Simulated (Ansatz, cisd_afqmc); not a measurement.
System: CHO, charge 0, doublet. CHO (SMILES [CH]=O, doublet).
B3LYP-D3(BJ)/def2-TZVP minimum from Ansatz (a first-principles code):
```xyz
3

C      0.0497     0.5837    -0.0011
O      0.0741    -0.5878    -0.0009
H     -0.8911     1.2003     0.0145
```
Charge 0, spin multiplicity 2.

Total energies in cc-pVDZ, 11 correlated electrons, 2 frozen orbitals. UHF or UKS for unpaired electrons; spin-orbit terms are left out. Cores are frozen in correlated methods. No relativity. AFQMC/CISD: phaseless, guided by CISD from CCSD amplitudes; bars are statistical, one sigma. Outlying blocks are dropped, and bars are widened where a walk drifts. Over all cases where full CI ran beside it in this data, AFQMC minus full CI had a median of +0.1 mEh and passed +0.4 mEh in a tenth of the cases.

```
method         program         energy (Eh)  minus CCSDTQ (mEh)
----------  ----------  ------------------  ------------------
HF              Ansatz          -113.25918              318.06
MP2             Ansatz          -113.55375               23.49
CCSD            Ansatz          -113.56532               11.93
CCSD(T)         Ansatz          -113.57564                1.61
CCSDT(Q)        Ansatz          -113.57742               -0.18
CCSDTQ          Ansatz          -113.57725                0.00
AFQMC/CISD  cisd_afqmc  -113.5764 ± 0.0002           0.8 ± 0.2
```

Rough core times of Ansatz's runs on a shared machine: CCSD(T) under 20 s, CCSDT(Q) under 20 s, CCSDTQ 20 min.
